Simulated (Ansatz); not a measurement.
## C2H3NO (charge -1), SMILES N=C[CH][O-]: a comparison of dispersion corrections, step by step

Program: Ansatz 0.2.0 through its Python package.

Notebook, run cell by cell (the value of a cell's last expression is shown):

```python
import ansatz
from ase import Atoms
```

```python
atoms = Atoms(["N", "C", "C", "O", "H", "H", "H"], positions=[
    [1.4023, 0.1938, -0.0449],
    [0.2054, -0.2023, -0.2795],
    [-0.8316, -0.1257, 0.7922],
    [-1.0768, 1.2081, 1.119],
    [2.1261, 0.1356, -0.7758],
    [-0.0516, -0.6135, -1.2519],
    [-1.7737, -0.596, 0.441],
])
molecule = ansatz.Crystal.molecule_from_ase(atoms)
```

```python
base = molecule.calculation().basis(gaussian="def2-SVP").charge(-1).spin("collinear", total=1)
for name in ["pbe", "r2scan"]:
    for correction in ("d3bj", "d4"):
        report = base.functional(name, dispersion=correction).run(threads=1, backend="cpu").report
        print(f"{name:8s} {correction:5s} total {report['free_energy_ev']:.5f} eV, of which dispersion {1000 * report['dispersion']['energy']['ev']:.2f} meV")
```

    pbe      d3bj  total -5646.41924 eV, of which dispersion -107.19 meV
    pbe      d4    total -5646.43473 eV, of which dispersion -122.68 meV
    DeckWarning: the engine holds no damping parameters fitted to this dispersion correction and functional, so the run takes those fitted to r2scan beside the three-body term, which d3bj leaves out (hamiltonian.dispersion, under Limitations)
    r2scan   d3bj  total -5649.66471 eV, of which dispersion -27.94 meV
    r2scan   d4    total -5649.66662 eV, of which dispersion -29.84 meV

Notes:
- Total energies depend on the basis set; only differences at equal settings carry meaning.
- Warnings are shown shortened and without file and line.
- The geometry is a force-field or estimated start, not a minimum of this method, and the basis set is short of its limit. D4 holds the three-body term, and d3bj doesn't.
- The run takes the species as open-shell (spin multiplicity 2), which needn't be its ground state.
- Anions want diffuse functions, which this basis lacks.
- A dispersion term here runs with damping parameters fitted for another variant or functional.
- The whole script took 17 s on 1 thread of Arm Neoverse V1 (shared host), peak memory 0.22 GiB.
